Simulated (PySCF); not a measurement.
SiF₄, optimised at PBE/def2-SVP:

```xyz
5

Si    -0.0149     0.0092    -0.0167
F     -0.0155     0.6419    -1.4894
F     -0.0212    -1.5901    -0.1223
F      1.2972     0.4877     0.7698
F     -1.3201     0.4976     0.7751
```

Method: PySCF energies (xtb for GFN2) plus ideal-gas RRHO corrections (1 bar). 6-31G* has spherical d functions here. All species are closed-shell singlets. B3LYP is the form with VWN-RPA correlation.

Q: List the harmonic frequencies (cm⁻¹, unscaled) at this level and at the other levels, each on its own geometry.

A: 
- PBE/def2-SVP: 239, 239, 356, 356, 356, 749, 1000, 1000, 1000
- B3LYP/6-31G*: 255, 255, 376, 376, 376, 788, 1044, 1044, 1044
- GFN2-xTB: 170, 170, 270, 270, 270, 787, 1018, 1018, 1018
- HF/6-31G*: 275, 275, 406, 406, 406, 847, 1103, 1103, 1103
- PBE0/def2-TZVP: 258, 258, 381, 381, 381, 796, 1033, 1033, 1033
